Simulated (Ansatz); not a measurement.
Born–Oppenheimer molecular dynamics of BH5OS (8 atoms, charge 0, multiplicity 1). It starts at the highest image of a converged band, a first-order saddle point between two minima.

Method: UKS BLYP/6-31G in Ansatz 0.2.0.

```json
{
 "ensemble": "NVE (velocity Verlet)",
 "time step": "0.5 fs",
 "steps asked": "200",
 "starting velocities drawn for": "100 K",
 "seed": "11572"
}
```

First frame:

```xyz
8
Properties=species:S:1:pos:R:3
B -0.367 -0.581 -0.461
S 1.580 0.547 -0.184
H -0.083 -1.742 -0.384
H -0.859 -0.103 -1.437
H 0.390 0.674 0.899
O -0.854 0.072 0.869
H 1.253 1.693 -0.902
H -1.060 -0.560 1.600
```

Task: What does the run give?

Result: All steps were run.

```
steps done                                               : 200
time covered                                             : 100 fs
mean temperature over the second half                    : 902 K
spread of the potential energy over the second half      : 6.8 meV per atom
mean potential energy of the second half above the start : -77.7 meV per atom
```

The conserved energy stayed within 0.063 meV per atom of its start (net change 0.049 meV per atom), so the integration is sound. The system heated up, since it started high on the potential surface and ran downhill. A run of 0.1 ps of so small a system gives no equilibrium averages. The orbitals stay closed-shell, which can raise the energy where a bond breaks towards radicals; this wasn't checked here. Limits of this set-up: no polarisation functions.

Task: What happens to the structure?

Result: The step under study would form B1–O6, S2–H5 and break B1–S2, H5–O6. These pairs go: B1–O6 1.56 → 1.39 Å, S2–H5 1.61 → 1.41 Å, B1–S2 2.27 → 3.82 Å, H5–O6 1.38 → 5.76 Å. In the last frame they stand as after the step (other bonds may differ from the relaxed reactants and products). It ends as BH3O + H2S. Pairs count as bonded within 1.25 times the sum of covalent radii (0.12 Å more for H–H). The details hang on the random start.

Task: How do temperature and energy run in time?

Result: 
| time (fs) | T (K) | potential energy less start (eV) | conserved less start (meV/atom) |
| --- | --- | --- | --- |
| 0.0 | 100 | 0.000 | 0.00 |
| 3.0 | 49 | 0.040 | 0.06 |
| 6.0 | 70 | 0.023 | 0.02 |
| 9.0 | 50 | 0.039 | 0.05 |
| 12.0 | 67 | 0.025 | 0.03 |
| 15.0 | 74 | 0.021 | 0.04 |
| 18.0 | 80 | 0.016 | 0.05 |
| 21.0 | 143 | -0.033 | 0.03 |
| 24.0 | 199 | -0.077 | 0.05 |
| 27.0 | 308 | -0.161 | 0.01 |
| 30.0 | 356 | -0.198 | 0.04 |
| 33.0 | 432 | -0.257 | 0.03 |
| 36.0 | 500 | -0.310 | 0.03 |
| 39.0 | 568 | -0.363 | 0.04 |
| 42.0 | 644 | -0.421 | 0.02 |
| 45.0 | 670 | -0.441 | 0.04 |
| 48.0 | 736 | -0.493 | 0.02 |
| 51.0 | 758 | -0.510 | 0.04 |
| 54.0 | 793 | -0.537 | 0.02 |
| 57.0 | 786 | -0.532 | 0.04 |
| 60.0 | 803 | -0.545 | 0.05 |
| 63.0 | 879 | -0.604 | 0.01 |
| 66.0 | 907 | -0.626 | 0.04 |
| 69.0 | 949 | -0.659 | 0.01 |
| 72.0 | 896 | -0.617 | 0.06 |
| 75.0 | 931 | -0.645 | 0.02 |
| 78.0 | 928 | -0.642 | 0.04 |
| 81.0 | 954 | -0.662 | 0.01 |
| 84.0 | 930 | -0.644 | 0.04 |
| 87.0 | 926 | -0.640 | 0.05 |
| 90.0 | 984 | -0.686 | 0.01 |
| 93.0 | 983 | -0.685 | 0.04 |
| 96.0 | 986 | -0.687 | 0.01 |
| 99.0 | 923 | -0.638 | 0.05 |

Time of the run: 5.5 min on 1 thread of Arm Neoverse V2 (shared host), peak memory 0.1 GiB.
